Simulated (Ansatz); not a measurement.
A relaxed structure of V. Space group Im-3m (No. 229), bcc (W type). All values below come from PBE (plane waves to 420 eV, PAW, scalar-relativistic; Ansatz, a program for electronic structure).

Space group Im-3m (No. 229); a = 2.997 Å, b = 2.997 Å, c = 2.997 Å, α = 90.00°, β = 90.00°, γ = 90.00°

```csv
atom,site,symmetry,x,y,z
V,2a,m-3m,0.0000,0.0000,0.0000
```
(The calculation used a cell of 1 atom; values per cell refer to that cell.)

- Volume per atom = 13.46 Å³
- Band gap = zero (metallic)
- Shortest distances = V–V 2.60 Å
- k-mesh = 22×22×22

Band energies at high-symmetry points (eV from the Fermi level; labels of this space group; no spin-orbit coupling), from −5 eV up to 2.1 eV:

```tsv
point	energies
Γ	0.41 0.41 0.41
H	-3.00 -3.00
N	-3.19 -1.14 1.63
P	-1.13 -1.13 -1.13
```

No spin polarisation in the result.

Measured for V: a 3.021 Å (static lattice; corrected from measurement; as listed in Daniel Mejia-Rodriguez, S. B. Trickey, Phys. Rev. B (2018)). Computed minus measured — a: PBE -0.8 %. The computed values are for a static lattice.

It was reached from a disturbed copy of a P6/mmm (No. 191) cell, against which it lies -1.51 eV/atom.
